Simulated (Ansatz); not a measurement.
Ansatz (a quantum-chemistry and plane-wave program) input (X2C-CCSD(T)/cc-pVTZ-DK):

Ansatz 0.2 input:
```yaml
crystal:
  periodic: [false, false, false]
  atoms:
    - {symbol: B, position_ang: [-0.00269306, 0.50230670, -0.01136945]}
    - {symbol: F, position_ang: [1.14286566, -0.13323795, 0.01059612]}
    - {symbol: F, position_ang: [-1.14136952, -0.14582133, -0.00427976]}
basis:
  gaussian:
    orbitals: cc-pVTZ-DK
magnetization: {spin_polarized: true, initial_magnetization: 1}
correlation: {method: ccsd_t, electrons: outside_noble_gas}
```

Output:

```
Functional definition: HF
integrals: 0.13 GiB planned
569 factors; integrals over basis functions are off by at most 7.5e-4 eV
mean field: 0.17 GiB planned
mean field evaluation 1: about -6090.0589 eV, gradient 2.2e1 eV
mean field evaluation 2: about -6090.0629 eV, gradient 2.2e1 eV
mean field evaluation 4: about -6092.1751 eV, gradient 2.4e0 eV
mean field evaluation 8: about -6092.2637 eV, gradient 1.3e-1 eV
mean field evaluation 16: about -6092.2457 eV, gradient 9.0e-1 eV
mean field -6092.26387625 eV, -223.8865679674 hartree, gradient 1.1e-6 eV, S^2 0.752215; 0 other end points of the search recorded, 0 dependent functions left out
3 core orbitals not correlated
reference -6092.26387625 eV, -223.8865679674 hartree; 9, 8 occupied and 78, 79 virtual orbitals, 569 factors
second order -15.55005381 eV of doubles, -0.00000000 eV of singles
coupled cluster: 0.45 GiB planned
cycle   1  -15.23005909 eV  change    3.2e-1 eV  update   8.2e-2
cycle   2  -15.53702991 eV  change   -3.1e-1 eV  update   2.4e-2
cycle   3  -15.61691555 eV  change   -8.0e-2 eV  update   1.4e-2
cycle   4  -15.60262076 eV  change    1.4e-2 eV  update   3.7e-3
cycle   5  -15.60075008 eV  change    1.9e-3 eV  update   1.5e-3
cycle   6  -15.60176117 eV  change   -1.0e-3 eV  update   4.1e-4
cycle   7  -15.60173984 eV  change    2.1e-5 eV  update   1.8e-4
cycle   8  -15.60175117 eV  change   -1.1e-5 eV  update   5.3e-5
cycle   9  -15.60176070 eV  change   -9.5e-6 eV  update   1.8e-5
perturbative correction -0.47833922 eV, -0.0175786421 hartree
Total energy: -6108.34397617 eV, -224.4775007401 hartree
Relativity: scalar
```

It need not be the lowest isomer of its formula.
